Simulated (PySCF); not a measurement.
**Reproducing measurements on ClF**

**The experiment to reproduce.**

NIST CCCBDB Release 22 (SRD 101), experimental dipoles lists, for the gas: dipole moment (microwave Stark effect) 0.88 D.

From Liu, Meijer, Perez-Rios, Phys. Chem. Chem. Phys. 22 (2020) 24191, for the gas: dipole moment 0.85 D.

NIST CCCBDB lists, for the gas: vertical first ionisation energy 12.77 eV.

The results are set against them at the end.

Species: ClF.
Atom-mapped SMILES: `[F:1][Cl:2]`

Structure used (PBE0-D3(BJ)/def2-SVP), in Å, numbered top down from 1:
```xyz
2
ClF angstrom
F     -0.7010    0.3281   -0.1122
Cl     0.7452   -0.4184    0.1183
```

Runs made with PySCF (gas phase, on this PBE0-D3(BJ)/def2-SVP geometry; no spin–orbit coupling):

```tsv
level	job	basis functions
CAM-B3LYP/def2-SVPD	10 singlets by full TDDFT, 4 Tamm–Dancoff triplets, polarisability, ΔSCF ions	50
BHandHLYP/def2-SVPD	10 singlets by full TDDFT, 4 Tamm–Dancoff triplets, polarisability, ΔSCF ions	50
HF/def2-SVPD	10 singlets by TDHF, 4 Tamm–Dancoff triplets, polarisability, ΔSCF ions	50
LDA/def2-SVPD	10 singlets by full TDDFT, 4 Tamm–Dancoff triplets, polarisability, ΔSCF ions	50
PBE0/def2-SVPD	10 singlets by full TDDFT, 4 Tamm–Dancoff triplets, polarisability, ΔSCF ions	50
PBE0/aug-cc-pVDZ	10 singlets by full TDDFT, 4 Tamm–Dancoff triplets, polarisability	50
PBE0/aug-cc-pVTZ	10 singlets by full TDDFT, 4 Tamm–Dancoff triplets, polarisability	96
PBE0/def2-SVP	10 singlets by full TDDFT, 4 Tamm–Dancoff triplets, polarisability	32
PBE0/def2-TZVPD	10 singlets by full TDDFT, 4 Tamm–Dancoff triplets, polarisability	86
BHandHLYP/aug-pcX-1 (pcseg-1 on H, def2-SVPD on Cl)	K-edge TDA, 8 lines	60
B3LYP/aug-cc-pVTZ-J	spin–spin couplings from 1 perturbed nucleus	114
B3LYP/def2-TZVP	spin–spin couplings from 1 perturbed nucleus	68
B3LYP/def2-SVPD	10 singlets by full TDDFT, 4 Tamm–Dancoff triplets, polarisability, ΔSCF ions	50
LC-wPBE/def2-SVPD	10 singlets by full TDDFT, 4 Tamm–Dancoff triplets, polarisability, ΔSCF ions	50
PBE/def2-SVPD	10 singlets by full TDDFT, 4 Tamm–Dancoff triplets, polarisability, ΔSCF ions	50
wB97X-D/def2-SVPD	10 singlets by full TDDFT, 4 Tamm–Dancoff triplets, polarisability, ΔSCF ions	50
```

Results beside the measurements:

**Dipole moment.** Measured: 0.88 D (NIST CCCBDB Release 22 (SRD 101), experimental dipoles) and 0.85 D (Liu, Meijer, Perez-Rios, Phys. Chem. Chem. Phys. 22 (2020) 24191). Differences are taken against the first.

| level | computed (D) | computed − measured (D) | % (from the printed values) |
| --- | --- | --- | --- |
| CAM-B3LYP/def2-SVPD | 1.03 | +0.15 | +17 |
| BHandHLYP/def2-SVPD | 1.09 | +0.21 | +24 |
| HF/def2-SVPD | 1.25 | +0.37 | +42 |
| LDA/def2-SVPD | 0.88 | 0.00 | 0 |
| PBE0/def2-SVPD | 0.94 | +0.06 | +7 |
| PBE0/aug-cc-pVDZ | 0.88 | 0.00 | 0 |
| PBE0/aug-cc-pVTZ | 0.88 | 0.00 | 0 |
| PBE0/def2-SVP | 1.15 | +0.27 | +31 |
| PBE0/def2-TZVPD | 0.87 | -0.01 | -1 |
| BHandHLYP/aug-pcX-1 (def2-SVPD on Cl) | 1.04 | +0.16 | +18 |
| B3LYP/aug-cc-pVTZ-J | 0.91 | +0.03 | +3 |
| B3LYP/def2-TZVP | 1.00 | +0.12 | +14 |

12 of the 26 levels run are shown, the closest and the furthest among them. The computed dipoles belong to one fixed geometry; measured ones are averaged over vibrations unless marked μe. Magnitudes are compared, not signs.

**Vertical first ionisation energy.** Measured: 12.77 eV (NIST CCCBDB).

| level | computed (eV) | computed − measured (eV) |
| --- | --- | --- |
| ΔSCF CAM-B3LYP/def2-SVPD | 13.02 | +0.25 |
| ΔSCF B3LYP/def2-SVPD | 12.94 | +0.17 |
| ΔSCF BHandHLYP/def2-SVPD | 13.06 | +0.29 |
| ΔSCF LC-wPBE/def2-SVPD | 13.08 | +0.31 |
| ΔSCF LDA/def2-SVPD | 12.85 | +0.08 |
| ΔSCF PBE/def2-SVPD | 12.63 | -0.14 |
| ΔSCF PBE0/def2-SVPD | 12.93 | +0.16 |
| ΔSCF wB97X-D/def2-SVPD | 13.05 | +0.28 |
| −ε(HOMO) CAM-B3LYP/def2-SVPD | 11.15 | -1.62 |
| −ε(HOMO) B3LYP/def2-SVPD | 9.39 | -3.38 |
| −ε(HOMO) BHandHLYP/def2-SVPD | 11.21 | -1.56 |
| −ε(HOMO) HF/def2-SVPD | 13.64 | +0.87 |

Closest is ΔSCF LDA/def2-SVPD (+0.08 eV), furthest ΔSCF LC-wPBE/def2-SVPD (+0.31 eV); one molecule doesn't rank methods. The computed energies are vertical. Orbital energies are listed beside them and aren't ranked. Spin–orbit splitting of the ion isn't included.

The geometry is computed, not the measured one. Where a level misses, the cause wasn't examined.
